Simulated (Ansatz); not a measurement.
Relative stability

Two relaxed structures of BSiH3F (charge +1), singlet (PBE0-D4/def2-TZVP; forces vanish, vibrations not checked).

A:

```tsv
atom	x (Å)	y (Å)	z (Å)
F1	-0.5003	-1.8029	0.8668
B2	-0.2710	-1.0701	-0.1693
Si3	0.2336	0.9241	0.1557
H4	-0.3285	-1.4572	-1.2967
H5	1.6332	1.3918	0.2670
H6	-0.7670	2.0143	0.1764
```

B:

```
atom    x (Å)    y (Å)    z (Å)
  F1  -0.5236  -1.8669   1.0441
  B2   0.2394   0.9488   0.1700
 Si3  -0.2460  -0.9753  -0.1926
  H4  -0.3892  -1.7173  -1.4612
  H5   1.3910   1.2111   0.3053
  H6  -0.6462   1.7398   0.2287
```

Computed with Ansatz 0.2.0 (basis: def2-TZVPP); correlated methods freeze the cores. B3LYP uses VWN-RPA correlation.

Task: Which structure is lower at CCSD(T), and by how much? (To be estimated.)

Result: By the calculation: B, by 0.067 eV (electronic energy, against the other). By their contacts, A is BSiH₃F ([F][BH][SiH2]), total charge +1 and B is BSiH₃F ([BH2][SiH][F]), total charge +1.

Task: Do the other methods give the same order? (Judge from chemistry; the calculation decides.)

Result: Computed: Not all: PBE-D4 gives the other order.

| method | E(B) − E(A) (eV) |
| --- | --- |
| PBE-D4 | 0.002 |
| r2SCAN-D4 | -0.089 |
| PBE0-D4 | -0.023 |
| B3LYP-D4 | -0.050 |
| wB97M-V | -0.073 |
| HF | -0.087 |
| MP2 | -0.110 |
| CCSD | -0.077 |
| CCSD(T) | -0.067 |

The T1 diagnostic stays at or below 0.015.

Labels in which every atom is bracketed show which atoms are joined, not bond orders.

For scale, one of the runs: CCSD(T)/def2-TZVPP, 146 basis functions, launched by `ansatz run in.yaml --threads 2 --pin off --events-out ev --progress --plain --max-ram 4352MiB`. Time: 11 s of wall clock on 2 CPU threads of an Arm Neoverse V1; the host was shared. Peak host memory: 0.85 GiB.
